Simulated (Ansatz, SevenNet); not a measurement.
Wurtzite CdS: properties by level of theory

Reference values: lattice constant a 4.136 Å (measured, temperature not stated, not corrected to a static lattice; as tabulated in Biswas et al. (2022), arXiv:2106.08875); lattice parameter c 6.714 Å (measured, temperature not stated, not corrected to a static lattice; as tabulated in Biswas et al. (2022), arXiv:2106.08875).

```
level (code)                   lattice constant a (Å)  lattice parameter c (Å)
-----------------------------  ----------------------  -----------------------
SevenNet-l3i5                                   4.202                    6.862
B3LYP (VWN-RPA form) (Ansatz)                   4.226                    6.887
LC-ωPBE (Ansatz)                           (withheld)               (withheld)
```

Question: Fill in the missing entries.

Answer: 
- LC-ωPBE (Ansatz, a program for electronic structure), lattice constant a (Å): 4.115
- LC-ωPBE (Ansatz), lattice parameter c (Å): 6.683

Differences from the reference values (errors of the level alone only where the reference is corrected to a static lattice):

| level | lattice constant a (%) | lattice parameter c (%) |
|---|---|---|
| SevenNet-l3i5 | +1.60 | +2.20 |
| B3LYP (VWN-RPA form) | +2.18 | +2.58 |
| LC-ωPBE | -0.51 | -0.46 |

Nearest: lattice constant a, not ranked (reference at room or unstated temperature); lattice parameter c, not ranked (reference at room or unstated temperature).

Machine-learned potentials (SevenNet-l3i5) are trained on DFT data: a solid inside that data is no test of them.

Ansatz's density-functional and Hartree–Fock values are scalar-relativistic unless marked +SOC, with PAW data made under PBE.

Differences are worked out from the printed values.

The computed numbers hold no vibrational or temperature effects.
